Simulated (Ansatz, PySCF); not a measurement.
Gas-phase enthalpy of formation at 298 K, by the atomisation route, of C[C](C)C (SMILES; C4H9). Structures are relaxed separately at B3LYP-D3(BJ)/def2-TZVP in Ansatz (a first-principles code). Cores are frozen in the correlated levels unless marked. Open shells are spin-unrestricted. No spin-orbit coupling. No relativistic terms. Basis-set limits of correlation are two-point, X^-3; Hartree-Fock from the larger set. [CCSD(T)-MP2]/basis is that difference in the basis named. Thermal terms are rigid-rotor harmonic-oscillator values from B3LYP-D3(BJ) frequencies (PySCF) at 298.15 K and 1 atm. 1 Eh = 627.5095 kcal/mol.

| species | count | E, RI-MP2/CBS(cc-pVTZ,cc-pVQZ)+[CCSD(T)-MP2]/cc-pVDZ (Ansatz) (Eh) | E, PBE/def2-TZVPD (Ansatz) (Eh) | measured ΔHf at 0 K (kcal/mol) | H(298) - H(0) of the element (kcal/mol) |
|---|---|---|---|---|---|
| C[C](C)C | 1 | -157.57376 | -157.61823 | - | - |
| C atom | 4 | -37.79115 | -37.79605 | 169.98 | 0.25 |
| H atom | 9 | -0.49995 | -0.49962 | 51.63 | 1.01 |

Molecule: zero-point energy 72.88, H(298) - H(0) 4.57 kcal/mol. The route leaves out scalar relativity and anharmonic zero-point terms, the atoms' spin-orbit terms, and in the frozen-core level the core correlation. Atomic data: G2/97 table in ASE.

Measured: 12.3 kcal/mol (G2/97 table in ASE (Curtiss et al.)). This is an older compilation, not checked against later work.

Task: Work out De, D0 and ΔHf at 0 and 298 K at both levels, and their errors against the measured value.

Result: 
The atoms' values sum to 1144.59 (0 K) and 10.09 (thermal), in kcal/mol.
- RI-MP2/CBS(cc-pVTZ,cc-pVQZ)+[CCSD(T)-MP2]/cc-pVDZ: De = 1198.30; D0 = 1198.30 - 72.88 = 1125.42; ΔHf(0 K) = 1144.59 - 1125.42 = 19.17; ΔHf(298 K) = 19.17 + 4.57 - 10.09 = 13.65; error +1.3.
- PBE/def2-TZVPD: De = 1215.77; D0 = 1215.77 - 72.88 = 1142.89; ΔHf(0 K) = 1144.59 - 1142.89 = 1.70; ΔHf(298 K) = 1.70 + 4.57 - 10.09 = -3.82; error -16.1.
